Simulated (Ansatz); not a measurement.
Fluorite CeO2 was calculated with PBEsol in Ansatz (plane waves, PAW).

A relaxed, unreconstructed slab of the (111) face has 18 atoms, two equal faces of 12.617 Å² each and an energy of -45670.3516 eV. A bulk cell of 9 atoms with the same orientation and in-plane k mesh has -22835.8107 eV. Energies are extrapolated to zero smearing.

Run with plane-wave cutoff 500 eV, 12×12×1 k mesh (along the axes of the cell as run), gaussian smearing 0.02 eV, scalar-relativistic PAW data made under PBE.

Worked out: γ = (E_slab − N E_bulk per atom)/2A = [-45670.3516 − 18 × (-22835.8107/9)]/(2 × 12.617) = 0.0503 eV/Å². With 16.022 J/m² per eV/Å² this is 0.81 J/m², or 0.63 eV per surface cell and face.

Ansatz is an electronic-structure program.
